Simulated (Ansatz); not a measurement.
**Active spaces for C2H4, singlet**

Program: Ansatz, Gaussian basis, development build; NEVPT3, NEVPT4(SD), MRCISD by development code. Basis aug-cc-pVTZ, nonrelativistic, 2 orbitals frozen in the corrections. State-specific CASSCF; RHF is the lowest restricted (open-shell) Hartree–Fock solution met. Letters tell apart solutions met in one space. Single-reference values can break down or jump between states where bonds are stretched. Solutions may break the symmetry of the shape. Lower solutions, or ones in other orbitals, may exist.

Geometry. A bond is stretched, to 1.62 times the sum of the covalent radii.

```xyz
6

C     0.0000   -0.1297   -0.6339
C     0.0000    0.0675    0.6864
H     0.0000    1.1959   -1.7544
H     0.0000   -1.1266   -1.0615
H     0.0000    1.0645    1.1140
H     0.0000   -0.7609    1.3867
```

CASSCF less RHF, in eV, and natural occupations:

```
    CAS  CASSCF             occupations
(4,4) a  -1.933  1.91, 1.88, 0.12, 0.09
(4,4) b  -1.483  1.98, 1.93, 0.07, 0.02
```

What totals less RHF do the corrections give on each solution?



| CAS | SC-NEVPT2 | FIC-NEVPT2 | NEVPT3 | NEVPT4(SD) | MRCISD |
| --- | --- | --- | --- | --- | --- |
| (4,4) a | -9.749 | -9.759 | -10.375 | -10.647 | -9.871 |
| (4,4) b | -9.266 | -9.312 | -10.166 | -10.554 | -9.688 |

In CAS(4,4), is the solution lowest in CASSCF also lowest after SC-NEVPT2?

Yes: (4,4) a stays lowest, 0.48 eV under the next.

How do single-reference totals in the same basis and frozen core stand against SC-NEVPT2 in CAS(4,4) a?

CCSD(T) -1.044 eV. Coupled cluster stands on the determinant that it favours, which can lie over the RHF solution above, and is in doubt where the occupations are far from 0, 1 and 2.

Roughly how much CPU time does a whole run from the default start take (median of such runs, summed over threads; nearly all runs on one pinned thread of a shared server, mostly Xeon at 2.3 to 2.6 GHz, by a development driver)?

CAS(4,4) a: about 12 s. Other jobs ran beside these, and the count of passes differs.
